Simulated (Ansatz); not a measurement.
Reaction: C3H3N (SMILES C=CC#N) + H+ → C3H4N+ (SMILES C=CC#[NH+])
Each species at its own B3LYP-D3(BJ)/def2-TZVP minimum (Ansatz, a program for electronic structure).

Wanted: proton affinity (electronic), positive where energy is released, in kcal/mol. Open shells are spin-unrestricted; no spin-orbit coupling. CBS(X,Y): correlation extrapolated as X^-3, Hartree-Fock from the larger set. A bracket is a step between two methods taken in the basis named. Functionals run without relativity, which enters their misses. Double hybrids freeze cores in their MP2 part. '+ core + X2C': CCSD(T) terms for core correlation (cc-pwCVTZ) and scalar relativity (cc-pVTZ-DK). The restricted determinant of C3H3N (C=CC#N, singlet) is unstable towards broken spin symmetry in at least one set run.

CCSD(T)/CBS(cc-pVTZ,cc-pVQZ) + [CCSDT(Q) - CCSD(T)]/cc-pVDZ + core + X2C (Ansatz) gives 193.1 kcal/mol.

Question: How far off this value is PBE/def2-TZVPD (Ansatz), in which direction, and how far these levels: r2SCAN/def2-TZVPD, B3LYP/def2-TZVPD, PBE0/def2-TZVPD, wB97M-V/def2-TZVPD, B2PLYP/def2-TZVPD, CCSD(T)/CBS(cc-pVTZ,cc-pVQZ) + core + X2C?

Answer: PBE gives 195.7 kcal/mol, 2.6 kcal/mol above it. Differences of the others: r2SCAN/def2-TZVPD (Ansatz) 3.4; B3LYP/def2-TZVPD (Ansatz) 3.0; PBE0/def2-TZVPD (Ansatz) 3.8; wB97M-V/def2-TZVPD (Ansatz) -0.5; B2PLYP/def2-TZVPD (Ansatz) 0.5; CCSD(T)/CBS(cc-pVTZ,cc-pVQZ) + core + X2C (Ansatz) 0.1 kcal/mol.
